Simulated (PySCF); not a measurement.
**What each rung costs and misses: atomization of N2, singlet**

Geometry (MP2(full)/6-31G*, from the G2/97 set):

```xyz
2

N     0.0000    0.0000    0.0000
N     0.0000    0.0000    1.1300
```

Measured, as an electronic atomization energy: 955.9 kJ/mol (G2/97 heats of formation of molecule and atoms, with zero-point and thermal terms from B3LYP taken off; Curtiss et al., J. Chem. Phys. 106, 1063 (1997), Staroverov et al., J. Chem. Phys. 119, 12129 (2003)). The measured value holds scalar relativity and spin–orbit coupling, which all computed ones lack, and core correlation, which the wave-function levels lack. Atoms are taken at the same level; beside RHF, RMP2 and RCC rows they are unrestricted. The atoms' steps beyond CCSDT are taken from full CI of the atoms, which share full CI's core. PySCF 2.14.0; the 6-31G* set has Cartesian d functions; a miss is computed less measured; times are wall times on shared hosts and scatter by a factor of two or so; they hold the correlated step alone (with one SCF for RCCSD(T)), and functionals start from a converged Hartree–Fock density. B3LYP has the VWN-RPA form, and B2PLYP's MP2 part freezes the cores. A small miss in a small set is a cancellation of the method's error against the basis error.

```csv
level,basis,miss (kJ/mol),time of the run,hardware
RCCSD(T),STO-3G,-361.4,0.09 s,1 CPU thread
RCCSD(T),6-31G*,-114.1,0.2 s,1 CPU thread
RCCSD(T),cc-pVDZ,-118.0,0.2 s,1 CPU thread
RCCSDT(Q),STO-3G,-354.9,0.23 s,1 CPU thread
BHLYP,6-31G*,-129.7,0.5 s,1 CPU thread
PBE0,6-31G*,-45.4,0.51 s,1 CPU thread
PBE,6-31G*,39.9,0.51 s,1 CPU thread
B2PLYP,6-31G*,-39.8,0.52 s,1 CPU thread
BHLYP,cc-pVDZ,-130.6,0.52 s,1 CPU thread
B2PLYP,cc-pVDZ,-42.0,0.53 s,1 CPU thread
PBE,cc-pVDZ,40.2,0.53 s,1 CPU thread
PBE0,cc-pVDZ,-45.6,0.53 s,1 CPU thread
B3LYP,6-31G*,-27.7,0.55 s,1 CPU thread
B3LYP,cc-pVDZ,-28.2,0.56 s,1 CPU thread
SPW92,cc-pVTZ,153.6,0.78 s,1 CPU thread
full CI,STO-3G,-354.5,0.86 s,1 CPU thread
r2SCAN,cc-pVDZ,-66.6,0.9 s,1 CPU thread
RCCSDT(Q),6-31G,-251.5,0.97 s,1 CPU thread
PBE,cc-pVTZ,57.1,1.1 s,1 CPU thread
PBE0,cc-pVTZ,-26.4,1.1 s,1 CPU thread
BHLYP,cc-pVTZ,-108.5,1.1 s,1 CPU thread
B2PLYP,cc-pVTZ,-7.0,1.1 s,1 CPU thread
B3LYP,cc-pVTZ,-8.1,1.2 s,1 CPU thread
RHF,cc-pVTZ,-501.7,1.6 s,1 CPU thread
CAM-B3LYP,cc-pVTZ,-14.3,2 s,1 CPU thread
HSE06,cc-pVTZ,-29.3,2.1 s,1 CPU thread
wB97M-V,cc-pVDZ,-20.1,3.1 s,1 CPU thread
wB97M-V,6-31G*,-20.7,3.1 s,1 CPU thread
wB97X-V,cc-pVTZ,-3.7,4.5 s,1 CPU thread
B97M-V,cc-pVTZ,-29.0,4.5 s,1 CPU thread
BHLYP,cc-pVQZ,-105.1,7.5 s,1 CPU thread
B3LYP,cc-pVQZ,-4.9,7.6 s,1 CPU thread
PBE,cc-pVQZ,59.4,8.2 s,1 CPU thread
RCCSDT(Q),cc-pVDZ,-113.7,9.4 s,1 CPU thread
r2SCAN,cc-pVQZ,-43.5,11 s,1 CPU thread
B2PLYP,cc-pVQZ,3.2,11 s,1 CPU thread
RCCSDT(Q),6-31G*,-110.0,14 s,1 CPU thread
RCCSD(T),cc-pVQZ,-30.2,30 s,1 CPU thread
RCCSDT(Q),cc-pVTZ,-53.2,5.7 min,1 CPU thread
full CI,6-31G,-251.7,16 min,1 CPU thread
```

HF's time is that of a plain UHF run.

The smallest set from which on each level stays within 1 kcal/mol of its own cc-pVQZ value: RHF cc-pVTZ; PBE cc-pVTZ; r2SCAN cc-pVTZ; B3LYP cc-pVTZ; wB97M-V cc-pVTZ; B2PLYP none (cc-pVTZ is 2.4 kcal/mol off); RMP2 none (cc-pVTZ is 6.4 kcal/mol off); RCCSD(T) none (cc-pVTZ is 6.1 kcal/mol off).
